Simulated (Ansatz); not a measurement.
Input file:

```yaml
crystal:
  periodic: [false, false, false]
  atoms:
    - {symbol: N, position_ang: [-0.018631, -0.180643, 0.655325]}
    - {symbol: C, position_ang: [0.103463, 0.154221, -0.733457]}
    - {symbol: H, position_ang: [-0.269125, 0.727300, 1.067468]}
    - {symbol: H, position_ang: [-0.704851, -0.054734, -1.434166]}
basis:
  gaussian: {orbitals: STO-3G}
magnetization: {spin_polarized: false, initial_magnetization: 3}
correlation: {active_space: {window: {electrons: 11, orbitals: 10}, states: [{multiplicity: 4, weights: [1, 1, 1]}, {multiplicity: 6, weights: [1, 1, 1]}], fixed_orbitals: true}}
accuracy: high
```

```sh
$ ansatz run in.yaml --threads 1 --pin off --events-out ev --progress --plain --max-ram 2393MiB
```

Roughly how long does this take on 1 thread of Arm Neoverse V1, shared host, and how much host memory?

0.75 s wall and 0.16 GiB.

```
188 factors; integrals over basis functions are off by at most 2.9e-8 eV
mean field evaluation 1: about -2505.7994 eV, gradient 8.3e0 eV
mean field evaluation 2: about -2505.8785 eV, gradient 8.3e0 eV
mean field evaluation 4: about -2506.8324 eV, gradient 6.9e-1 eV
mean field evaluation 8: about -2506.8459 eV, gradient 2.2e-3 eV
mean field -2506.84555939 eV, -92.1248751067 hartree, gradient 8.9e-8 eV, S^2 3.750000; 0 other end points of the search recorded, 0 dependent functions left out
reference -2506.84555939 eV, -92.1248751067 hartree; 9, 6 occupied and 3, 6 virtual orbitals, 188 factors
state -2508.93917558 eV, -92.2018140823 hartree
state -2506.70502131 eV, -92.1197104276 hartree
state -2502.15009062 eV, -91.9523198120 hartree
state -2495.27628177 eV, -91.6997119962 hartree
state -2494.90087037 eV, -91.6859158816 hartree
state -2491.97503058 eV, -91.5783932523 hartree
Total energy: -2499.99107837 eV, -91.8729775753 hartree
```

Natural occupations, averaged over the states: 1.9824 1.9535 1.6759 1.4823 1.3132 1.0151 1.0044 0.3250 0.2066 0.0415.
